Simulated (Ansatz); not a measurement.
in.yaml

```yaml
crystal:
  periodic: [false, false, false]
  atoms:
    - {symbol: Ge, position_ang: [0.000000, 0.000000, 0.000000]}
    - {symbol: B, position_ang: [0.000000, 0.000000, 1.977400]}
basis:
  gaussian: {orbitals: cc-pVDZ}
total_charge: 1
magnetization: {spin_polarized: false, initial_magnetization: 4}
correlation: {method: fic_mrcisd_q, electrons: outside_noble_gas, active_space: {window: {electrons: 6, orbitals: 8}, shells: [{species: B, l: s, shell: 2}, {species: B, l: p, shell: 2}, {species: Ge, l: s, shell: 4}, {species: Ge, l: p, shell: 4}]}}
```

```sh
$ ansatz run in.yaml --threads 1 --pin off --events-out ev --progress --plain --max-ram 2393MiB
```

Output:

```
773 factors; integrals over basis functions are off by at most 1.4e-7 eV
mean field evaluation 1: about -57130.7824 eV, gradient 8.1e0 eV
mean field evaluation 2: about -57130.9117 eV, gradient 8.1e0 eV
mean field evaluation 4: about -57131.8032 eV, gradient 1.9e0 eV
mean field evaluation 8: about -57131.8446 eV, gradient 8.4e-4 eV
mean field evaluation 16: about -57131.6799 eV, gradient 1.1e0 eV
mean field evaluation 32: about -57130.9741 eV, gradient 4.6e0 eV
mean field -57131.84459871 eV, -2099.5565636473 hartree, gradient 4.4e-6 eV, S^2 6.000000; 4 other end points of the search recorded, 0 dependent functions left out
reference -57131.84459871 eV, -2099.5565636473 hartree; 20, 16 occupied and 21, 25 virtual orbitals, 773 factors
state -57133.47332360 eV, -2099.6164181833 hartree
contracted CI cycle   1: correlation 0.00000000 eV, 0.0000000000 hartree, residual 7.00e0 eV
contracted CI cycle   2: correlation -1.18284584 eV, -0.0434687829 hartree, residual 1.38e0 eV
contracted CI cycle   3: correlation -1.22022914 eV, -0.0448425937 hartree, residual 2.43e-1 eV
contracted CI cycle   4: correlation -1.22143028 eV, -0.0448867348 hartree, residual 4.85e-2 eV
contracted CI cycle   5: correlation -1.22147608 eV, -0.0448884179 hartree, residual 1.08e-2 eV
contracted CI cycle   6: correlation -1.22147838 eV, -0.0448885024 hartree, residual 2.23e-3 eV
contracted CI cycle   7: correlation -1.22147847 eV, -0.0448885060 hartree, residual 4.90e-4 eV
state -57133.47332360 eV, -2099.6164181833 hartree; corrected -57134.73489621 eV, -2099.6627801213 hartree
Total energy: -57134.73489621 eV, -2099.6627801213 hartree
Checks for a lower state left out: starts, orbital_swaps
```

For the same geometry and basis full CI lies 4.0 meV higher.

Ran on 1 thread of Arm Neoverse N1, shared host: 4.6 s wall, 0.19 GiB peak host memory.
